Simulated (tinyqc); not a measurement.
RKS/PBE0 in the sto-3g basis, for OH-, spin multiplicity 1, step by step. The basis has no diffuse functions, so it cannot describe the extra electron: this is an exercise in the method, not the real anion. One step of it, computed by the program tinyqc.

Task: Iteration 2: DIIS coefficients. Solve [B -1; -1 0][c; lambda] = [0; -1] for the coefficients, which sum to one.

B (overlaps of the stored error matrices):
```
               1              2
1  1.0269297e+00  9.5183117e-01
2  9.5183117e-01  1.0209554e+00
```

Give: DIIS coefficients.

Result:

DIIS coefficients: 0.479  0.521
